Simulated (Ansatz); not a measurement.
# Body-centred tetragonal In: properties by level of theory

Reference values: lattice constant a 3.252 Å (measured, 293 K, no zero-point or thermal correction; as tabulated in Wikipedia's data pages); lattice parameter c 4.947 Å (measured, 293 K, not corrected to a static lattice; as tabulated in Wikipedia's data pages); cohesive energy 2.52 eV/atom (measured, 0 K, copied from a table, unchecked, 0 K, 1 atm; zero-point vibration energy not added; as tabulated in Kittel's textbook).

```csv
level (code),lattice parameter a (Å),c axis length (Å),cohesive energy (eV/atom)
revPBE (Ansatz),3.342,5.083,1.98
PBE-D3(BJ) (Ansatz),3.246,4.946,2.65
r²SCAN-D4 (Ansatz),3.230,4.957,2.52
r²SCAN+rVV10 (Ansatz),3.223,4.943,2.65
Hartree–Fock (Ansatz),3.397,5.259,0.67
```

Differences from the reference values (errors of the level alone only where the reference is corrected to a static lattice):

```
level         lattice constant a (%)  lattice parameter c (%)
------------  ----------------------  -----------------------
revPBE                         +2.77                    +2.75
PBE-D3(BJ)                     -0.18                    -0.02
r²SCAN-D4                      -0.68                    +0.20
r²SCAN+rVV10                   -0.89                    -0.08
Hartree–Fock                   +4.46                    +6.31
```

Nearest: lattice constant a, not ranked (reference at room or unstated temperature); lattice parameter c, not ranked (reference at room or unstated temperature).

Ansatz's density-functional and Hartree–Fock values are scalar-relativistic unless marked +SOC, with PAW data made under PBE.

Differences are worked out from the printed values.

Free atoms are spin-polarised, in the lowest state found; at levels without +SOC their spin–orbit coupling is left out.

Ansatz is an electronic-structure program.
